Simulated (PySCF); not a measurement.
## Working with the constants of Li₂

RHF-CCSD(T) constants of Li₂, ¹Σg⁺ (singlet), closed shell (PySCF, no relativity, basis sets Li 3-21G; masses 7.0160 and 7.0160 u):

```
ωe            : 340.7 cm⁻¹
ωexe          : 2.8 cm⁻¹
Be            : 0.64158 cm⁻¹
αe            : 0.00708 cm⁻¹
De to Li + Li : 0.90 eV
```

Problem. What force constant and bond length do these constants imply?

Solution. Reduced mass μred = 3.5080 u; k = 5.8918×10⁻⁷·μred·ωe² (u, cm⁻¹, mdyn/Å) = 0.240 mdyn/Å; Re = √(16.8576/(μred·Be)) (u, cm⁻¹, Å) = 2.737 Å.

Problem. Estimate the centrifugal constant D from the Kratzer relation and find the Dunham coefficient a1.

Solution. D = 4Be³/ωe² = 9.1e-06 cm⁻¹; a1 = −1 − αeωe/(6Be²) = -1.98.

Measured values (Huber and Herzberg, Constants of Diatomic Molecules (1979)): ωe = 351.43 cm⁻¹, ωexe = 2.61 cm⁻¹, Be = 0.67264 cm⁻¹, αe = 0.00704 cm⁻¹.

Correlated steps freeze no core orbitals. Where the molecule has an RHF reference, its open-shell atoms are computed with UHF. 3-21G is very small, so such numbers show the basis as much as the molecule.
